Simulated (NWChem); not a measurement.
**One shape, several levels: C2HClF2 (SMILES FC(F)=CCl)**

Wanted: a comparison of 3 runs (HF/6-31G*, B3LYP/6-31G*, MP2/6-31G*) of C2HClF2. 

Program for the calculation: NWChem 7.3.0.

1 further run of the same task is left out (set aside as unsound or not needed). Runs told in other sessions of the task aren't counted.

**1. The system as given**

C2HClF2 has 6 atoms, charge 0, and is taken as a singlet. SMILES: `FC(F)=CCl`. One bond was lengthened or shortened from a relaxed shape.

Bond lengths: F1–C2 1.312 Å, C2–F3 1.305 Å, C2–C4 1.519 Å, C4–Cl5 1.706 Å, C4–H6 1.079 Å. Angles: F1–C2–F3 111.1°, F1–C2–C4 123.1°, F3–C2–C4 125.8°, C2–C4–Cl5 122.3°, C2–C4–H6 120.1°, Cl5–C4–H6 117.5°.

**2. A single-point energy at HF/6-31G(d) (spherical functions) (run 1)**

The input, calc.nw:

```
START calc
TITLE "C2HClF2 hf"
memory 2200 mb

GEOMETRY units angstroms noautosym nocenter noautoz
   F        0.973904      -0.988707       1.388073
   C        0.340544      -0.740527       0.266403
   F        0.265404      -1.810947      -0.476697
   C       -0.218360       0.626770      -0.086550
   Cl      -1.039010       0.926430      -1.552100
   H       -0.103800       1.452000       0.598970
END

BASIS spherical bse
   * library 6-31G*
END

SCF
   thresh 1e-08
   maxiter 80
   print low
END

TASK scf energy
```

On the command line:

```sh
nwchem calc.nw > calc.out
```

The log of the run:

```text
[...]
  functions       =    76
[...]
  wavefunction    = RHF
[...]
         Total SCF energy =   -734.583396729938
      One-electron energy =  -1425.364190070078
      Two-electron energy =    484.774348930603
 Nuclear repulsion energy =    206.006444409538
        Time for solution =     24.0s
 Task  times  cpu:       24.5s     wall:       24.5s
[...]
```

Wall time 25 s (1 thread of Intel Xeon Platinum 8259CL at 2.50GHz (Skylake/Cascade Lake), shared host); peak memory 0.098 GiB.

**3. The energy at B3LYP/6-31G(d) (spherical functions) (run 2)**

The input, input.nw:

```
start input
title "C2HClF2"
memory stack 880 mb heap 220 mb global 1100 mb
geometry units angstrom noautosym nocenter noautoz
 F     0.973904   -0.988707    1.388073
 C     0.340544   -0.740527    0.266403
 F     0.265404   -1.810947   -0.476697
 C    -0.218360    0.626770   -0.086550
 Cl   -1.039010    0.926430   -1.552100
 H    -0.103800    1.452000    0.598970
end
basis spherical bse
 * library 6-31G*
end
dft
 xc b3lyp
 grid xfine
 convergence energy 1e-08
 iterations 100
 mulliken
 print low
end
task dft
```

On the command line:

```sh
nwchem input.nw > input.out
```

The log of the run:

```text
[...]
 d= 0,ls=0.0,diis     1   -736.4681019220 -9.42D+02  2.09D-02  1.20D+00     5.3
[...]
 d= 0,ls=0.0,diis    11   -736.6100193474 -2.55D-09  4.78D-07  3.13D-09    45.7
         Total DFT energy =     -736.610019347443
      One electron energy =    -1426.162777146865
           Coulomb energy =      543.882008926537
    Exchange-Corr. energy =      -60.335695536653
 Nuclear repulsion energy =      206.006444409538
[...]
      Total Density - Mulliken Population Analysis
     ---------------------------------------------
    Atom       Charge   Shell Charges
 -----------   ------   -------------------------------------------------------
    1 F    9     9.24   2.00  0.94  3.31  1.02  1.95  0.02
    2 C    6     5.39   2.00  0.68  1.84  0.30  0.47  0.11
    3 F    9     9.22   2.00  0.94  3.31  1.01  1.94  0.02
    4 C    6     6.39   2.00  0.67  1.98  0.62  1.08  0.04
    5 Cl  17    16.97   2.00  2.00  5.97  1.42  3.60  0.51  1.43  0.04
    6 H    1     0.79   0.52  0.27
[...]
```

Wall time 47 s (1 thread of Intel Xeon Platinum 8259CL at 2.50GHz (Skylake/Cascade Lake), shared host); peak memory 0.13 GiB.

**4. A single-point energy at MP2/6-31G(d) (spherical functions) (run 3)**

The input, job.nw:

```
start job
memory stack 880 mb heap 220 mb global 1100 mb

geometry units angstroms noautosym nocenter noautoz
  F        0.973904      -0.988707       1.388073
  C        0.340544      -0.740527       0.266403
  F        0.265404      -1.810947      -0.476697
  C       -0.218360       0.626770      -0.086550
  Cl      -1.039010       0.926430      -1.552100
  H       -0.103800       1.452000       0.598970
end

basis spherical bse
  * library 6-31G*
end

scf
  nopen 0
  rhf
  thresh 1e-08
  maxiter 80
  noprint "final vectors analysis"
end

mp2
  freeze core 9
  tight
end

task mp2 energy
```

On the command line:

```sh
nwchem job.nw > job.out
```

The log of the run:

```text
[...]
  functions       =    76
[...]
  wavefunction    = RHF
[...]
         Total SCF energy =   -734.583396729938
      One-electron energy =  -1425.364190070078
      Two-electron energy =    484.774348930603
 Nuclear repulsion energy =    206.006444409538
        Time for solution =     24.8s
[...]
          Total MP2 energy          -735.309792863593
[...]
```

Wall time 30 s (1 thread of Intel Xeon Platinum 8259CL at 2.50GHz (Skylake/Cascade Lake), shared host); peak memory 0.18 GiB.

**5. Overview of the runs**

| run | level | iteration cap | module | energy (Eh) | wall time |
| --- | --- | --- | --- | --- | --- |
| 1 | HF/6-31G* (spherical functions) | 80 | scf | -734.583397 | 25 s |
| 2 | B3LYP/6-31G* (spherical functions) | 100 | dft | -736.610019 | 47 s |
| 3 | MP2/6-31G* (spherical functions) | 80 | mp2 | -735.309793 | 30 s |

**6. Summary of results**

| quantity | value |
| --- | --- |
| run 3: total energy | -735.30979 Eh |
| run 3: correlation energy (9 core orbitals frozen) | -726.4 mEh |

All runs together took 1.7 min, the longest 47 s.
